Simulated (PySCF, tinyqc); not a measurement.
Worked calculation: CIS and TDHF on RHF in the sto-3g basis, frozen core, for CH+, spin multiplicity 1. The lowest restricted solution is unstable here: a spin-polarised one lies 0.0081 hartree lower (PySCF). One step of it, computed by the program tinyqc.

Question. Integrals over molecular orbitals. (pq|rs) = sum C_ip C_jq C_kr C_ls (ij|kl), one index at a time.

coefficients C:
```
              MO1        MO2        MO3       MO4        MO5        MO6
1C 1s    0.994518  -0.258658   0.085252  0.000000   0.000000   0.070782
1C 2s    0.021528   0.948396  -0.362535  0.000000   0.000000  -0.348120
1C 2px   0.000000   0.000000   0.000000  0.888447  -0.458979   0.000000
1C 2py   0.000000   0.000000   0.000000  0.458979   0.888447   0.000000
1C 2pz   0.002171   0.117182   0.747712  0.000000   0.000000  -0.725192
2H 1s   -0.003296   0.191381   0.453129  0.000000   0.000000   0.968879
```

core Hamiltonian H = T + V (hartree):
```
             1C 1s      1C 2s     1C 2px     1C 2py     1C 2pz      2H 1s
1C 1s   -18.099752  -4.362098   0.000000   0.000000  -0.008215  -0.377414
1C 2s    -4.362098  -5.054761   0.000000   0.000000  -0.094152  -1.064160
1C 2px    0.000000   0.000000  -3.989036   0.000000   0.000000   0.000000
1C 2py    0.000000   0.000000   0.000000  -3.989036   0.000000   0.000000
1C 2pz   -0.008215  -0.094152   0.000000   0.000000  -4.044457  -1.025422
2H 1s    -0.377414  -1.064160   0.000000   0.000000  -1.025422  -2.489187
```

Two-electron integrals (ij|kl) in chemists' order, unique and non-zero (hartree):
```
(11|11) 3.541948   (21|11) 0.576921   (21|21) 0.111888   (22|11) 0.854682
(22|21) 0.205284   (22|22) 0.624709   (31|31) 0.020296   (32|31) 0.030858
(32|32) 0.137996   (33|11) 0.852436   (33|21) 0.205335   (33|22) 0.624568
(33|33) 0.672833   (41|41) 0.020296   (42|41) 0.030858   (42|42) 0.137996
(43|43) 0.036269   (44|11) 0.852436   (44|21) 0.205335   (44|22) 0.624568
(44|33) 0.600295   (44|44) 0.672833   (51|51) 0.020296   (52|51) 0.030858
(52|52) 0.137996   (53|53) 0.036269   (54|54) 0.036269   (55|11) 0.852436
(55|21) 0.205335   (55|22) 0.624568   (55|33) 0.600295   (55|44) 0.600295
(55|55) 0.672833   (61|11) 0.049538   (61|21) 0.009554   (61|22) 0.017520
(61|33) 0.017471   (61|44) 0.017471   (61|51) 0.000543   (61|52) 0.001028
(61|55) 0.017624   (61|61) 0.000832   (62|11) 0.150032   (62|21) 0.036672
(62|22) 0.127264   (62|33) 0.124016   (62|44) 0.124016   (62|51) 0.003415
(62|52) 0.026242   (62|55) 0.133626   (62|61) 0.003262   (62|62) 0.038330
(63|31) 0.003280   (63|32) 0.018553   (63|53) 0.004784   (63|63) 0.004018
(64|41) 0.003280   (64|42) 0.018553   (64|54) 0.004784   (64|64) 0.004018
(65|11) 0.142781   (65|21) 0.035291   (65|22) 0.129795   (65|33) 0.123645
(65|44) 0.123645   (65|51) 0.005987   (65|52) 0.042281   (65|55) 0.141940
(65|61) 0.003242   (65|62) 0.046179   (65|65) 0.058638   (66|11) 0.337018
(66|21) 0.083647   (66|22) 0.331597   (66|33) 0.316730   (66|44) 0.316730
(66|51) 0.007973   (66|52) 0.085841   (66|55) 0.360884   (66|61) 0.007468
(66|62) 0.139207   (66|65) 0.183950   (66|66) 0.774606
```

Give: one-electron integrals over orbitals h = C^T H C; Two-electron integrals over orbitals.

Answer.

one-electron integrals over orbitals h = C^T H C (hartree):
```
         1       2       3       4       5       6
1  -18.088   0.389  -0.121   0.000   0.000  -0.102
2    0.389  -4.179   0.197   0.000   0.000   0.472
3   -0.121   0.197  -3.623   0.000   0.000   0.687
4    0.000   0.000   0.000  -3.989   0.000   0.000
5    0.000   0.000   0.000   0.000  -3.989   0.000
6   -0.102   0.472   0.687   0.000   0.000  -2.892
```

Two-electron integrals over orbitals (pq|rs), unique and non-zero (hartree); the lowest 1 orbital is frozen and left out:
```
(22|22) 0.577      (32|22) 1.33e-03   (32|32) 0.110      (33|22) 0.517
(33|32) -0.034     (33|33) 0.548      (42|42) 0.118      (43|42) -0.032
(43|43) 0.035      (44|22) 0.587      (44|32) -0.050     (44|33) 0.521
(44|44) 0.673      (52|52) 0.118      (53|52) -0.032     (53|53) 0.035
(54|54) 0.036      (55|22) 0.587      (55|32) -0.050     (55|33) 0.521
(55|44) 0.600      (55|55) 0.673      (62|22) -0.081     (62|32) -0.018
(62|33) -0.012     (62|44) -0.083     (62|55) -0.083     (62|62) 0.071
(63|22) -0.091     (63|32) 0.076      (63|33) -0.068     (63|44) -0.126
(63|55) -0.126     (63|62) 0.060      (63|63) 0.151      (64|42) -0.029
(64|43) -0.009     (64|64) 0.019      (65|52) -0.029     (65|53) -0.009
(65|65) 0.019      (66|22) 0.472      (66|32) 0.083      (66|33) 0.486
(66|44) 0.428      (66|55) 0.428      (66|62) 0.005      (66|63) 0.076
(66|66) 0.611
```
